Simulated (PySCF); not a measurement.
BH₂⁺: breathing scan

All numbers come from PBE0 in PySCF with B def2-TZVP, H def2-TZVP; no relativity; density-fitted integrals.

Rigid scan from the singlet minimum (B–H 1.179 Å (×2); H–B–H 180.0°). Coordinate: all bonds to the central atom scaled together. Energies in kJ/mol from the minimum.

Predict the curve at 0.88, 0.92, 0.96, 1.00, 1.04, 1.08, 1.14, 1.22, 1.35.


| scale of all bonds to the centre | E (kJ/mol) |
| --- | --- |
| 0.88 | 64.7 |
| 0.92 | 26.4 |
| 0.96 | 6.1 |
| 1.00 | 0.0 |
| 1.04 | 5.2 |
| 1.08 | 19.3 |
| 1.14 | 52.8 |
| 1.22 | 113.3 |
| 1.35 | 230.6 |

At long bonds a restricted determinant can lie too high, and another spin state can fall below this curve.

Other isomers or separated fragments may lie lower.
